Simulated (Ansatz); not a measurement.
Geometry optimisation, UKS B3LYP/def2-mTZVP in Ansatz 0.2.0.

input.yaml

```yaml
crystal:
  periodic: [false, false, false]
  atoms:
    - { symbol: O, position_ang: [-0.596573, 0.229961, 0.117954] }
    - { symbol: C, position_ang: [-0.37645, -0.669741, -0.882975] }
    - { symbol: "N", position_ang: [0.599488, 0.531022, 0.795601] }
    - { symbol: H, position_ang: [0.615106, -0.68898, -1.316082] }
    - { symbol: H, position_ang: [-1.269953, -0.86823, -1.457534] }
    - { symbol: H, position_ang: [0.568095, -0.029343, 1.650025] }
    - { symbol: H, position_ang: [0.460289, 1.495312, 1.093011] }
magnetization:
  spin_polarized: true
  initial_magnetization: 1
basis:
  gaussian: { orbitals: def2-mTZVP }
hamiltonian:
  xc: b3lyp
relax:
  f_tol: 0.03
  max_steps: 50
output:
  orbitals: {}
```

Command:

```bash
$ ansatz run input.yaml --threads 2 --pin off --max-ram 3072MiB --backend cpu --events-out ev --progress --plain --runs-dir out
```

**Question.** Where does it end, and by what steps?

**Answer.** It converged. After 3 steps the energy has fallen by 0.024 eV; N3 moved furthest, 0.03 Å.

```json
{"step": "0", "energy less start (eV)": "0.0000", "largest force component (eV/Å)": "0.979", "accepted": "yes"}
{"step": "1", "energy less start (eV)": "-0.0153", "largest force component (eV/Å)": "0.600", "accepted": "yes"}
{"step": "2", "energy less start (eV)": "-0.0232", "largest force component (eV/Å)": "0.110", "accepted": "yes"}
{"step": "3", "energy less start (eV)": "-0.0235", "largest force component (eV/Å)": "0.012", "accepted": "yes"}
```

```xyz
7
Properties=species:S:1:pos:R:3
O -0.611 0.230 0.108
C -0.378 -0.672 -0.888
N 0.622 0.532 0.808
H 0.610 -0.681 -1.327
H -1.271 -0.882 -1.459
H 0.558 -0.026 1.662
H 0.469 1.498 1.096
```

Time of the run: 4.6 s on 2 threads of AMD EPYC 9R14 (Zen 4), with other jobs on the host, peak memory 0.16 GiB.
